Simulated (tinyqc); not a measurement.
ROHF in the sto-3g basis, for H2O, spin multiplicity 3, step by step. One step of it, computed by the program tinyqc.

Question. Iteration 1: diagonalisation and new density. Diagonalise F' = X^T F X, C = X C', fill 6 alpha and 4 beta electrons from the bottom; D(s) = C_occ C_occ^T. Each column has its largest component positive (the first on a tie).

effective F (hartree):
```
,1O 1s,1O 2s,1O 2px,1O 2py,1O 2pz,2H 1s,3H 1s
1O 1s,-19.487674,-5.011920,0.000000,0.000000,-0.007450,-1.010380,-1.010380
1O 2s,-5.011920,-2.149326,0.000000,0.000000,-0.154345,-0.781645,-0.781645
1O 2px,0.000000,0.000000,0.244468,0.000000,0.000000,0.000000,0.000000
1O 2py,0.000000,0.000000,0.000000,-0.189164,0.000000,-0.227760,0.227760
1O 2pz,-0.007450,-0.154345,0.000000,0.000000,-0.152048,-0.241447,-0.241447
2H 1s,-1.010380,-0.781645,0.000000,-0.227760,-0.241447,-0.307766,-0.341543
3H 1s,-1.010380,-0.781645,0.000000,0.227760,-0.241447,-0.341543,-0.307766
```

X:
```
,1,2,3,4,5,6,7
1O 1s,-0.319807,0.000000,0.747564,0.000000,-0.619264,0.000000,0.156600
1O 2s,1.115027,0.000000,-0.305225,0.000000,-0.313067,0.000000,0.424283
1O 2px,0.000000,0.000000,0.000000,1.000000,0.000000,0.000000,0.000000
1O 2py,0.000000,0.886642,0.000000,0.000000,0.000000,0.698403,0.000000
1O 2pz,0.537594,0.000000,0.654259,0.000000,0.626859,0.000000,0.206643
2H 1s,-0.703758,-0.831043,-0.161763,0.000000,0.132121,0.372564,0.379460
3H 1s,-0.703758,0.831043,-0.161763,0.000000,0.132121,-0.372564,0.379460
```

Give: F' = X^T F X; orbital energies; coefficients C; D(alpha) after iteration 1; D(beta) after iteration 1.

Answer.

F' = X^T F X (hartree):
```
,1,2,3,4,5,6,7
1,-0.0513,0.0000,1.6027,0.0000,-1.3499,0.0000,0.2681
2,0.0000,0.5692,0.0000,0.0000,0.0000,-0.0241,0.0000
3,1.6027,0.0000,-8.4119,0.0000,8.6570,0.0000,-3.6665
4,0.0000,0.0000,0.0000,0.2445,0.0000,0.0000,0.0000
5,-1.3499,0.0000,8.6570,0.0000,-9.2633,0.0000,4.0253
6,0.0000,-0.0241,0.0000,0.0000,0.0000,-0.3199,0.0000
7,0.2681,0.0000,-3.6665,0.0000,4.0253,0.0000,-2.5711
```

orbital energies (hartree): MO1 -19.4977, MO2 -0.9780, MO3 -0.3206, MO4 -0.1906, MO5 0.2445, MO6 0.3686, MO7 0.5699

coefficients C:
```
,MO1,MO2,MO3,MO4,MO5,MO6,MO7
1O 1s,0.9937,-0.2367,0.0000,0.1091,0.0000,-0.1174,0.0000
1O 2s,0.0278,0.8596,0.0000,-0.5400,0.0000,0.7637,0.0000
1O 2px,0.0000,0.0000,0.0000,0.0000,1.0000,0.0000,0.0000
1O 2py,0.0000,0.0000,0.7222,0.0000,0.0000,0.0000,0.8674
1O 2pz,0.0032,0.1620,0.0000,0.7626,0.0000,0.7381,0.0000
2H 1s,-0.0057,0.1407,0.3499,0.2850,0.0000,-0.7628,-0.8408
3H 1s,-0.0057,0.1407,-0.3499,0.2850,0.0000,-0.7628,0.8408
```

D(alpha) after iteration 1:
```
,1O 1s,1O 2s,1O 2px,1O 2py,1O 2pz,2H 1s,3H 1s
1O 1s,1.0691,-0.3245,0.0000,0.0000,-0.0387,0.0817,0.0817
1O 2s,-0.3245,1.6145,0.0000,0.0000,0.2912,-0.6157,-0.6157
1O 2px,0.0000,0.0000,1.0000,0.0000,0.0000,0.0000,0.0000
1O 2py,0.0000,0.0000,0.0000,0.5216,0.0000,0.2527,-0.2527
1O 2pz,-0.0387,0.2912,0.0000,0.0000,1.1527,-0.3229,-0.3229
2H 1s,0.0817,-0.6157,0.0000,0.2527,-0.3229,0.8053,0.5605
3H 1s,0.0817,-0.6157,0.0000,-0.2527,-0.3229,0.5605,0.8053
```

D(beta) after iteration 1:
```
,1O 1s,1O 2s,1O 2px,1O 2py,1O 2pz,2H 1s,3H 1s
1O 1s,1.0553,-0.2348,0.0000,0.0000,0.0480,-0.0078,-0.0078
1O 2s,-0.2348,1.0312,0.0000,0.0000,-0.2725,-0.0332,-0.0332
1O 2px,0.0000,0.0000,0.0000,0.0000,0.0000,0.0000,0.0000
1O 2py,0.0000,0.0000,0.0000,0.5216,0.0000,0.2527,-0.2527
1O 2pz,0.0480,-0.2725,0.0000,0.0000,0.6079,0.2401,0.2401
2H 1s,-0.0078,-0.0332,0.0000,0.2527,0.2401,0.2235,-0.0214
3H 1s,-0.0078,-0.0332,0.0000,-0.2527,0.2401,-0.0214,0.2235
```
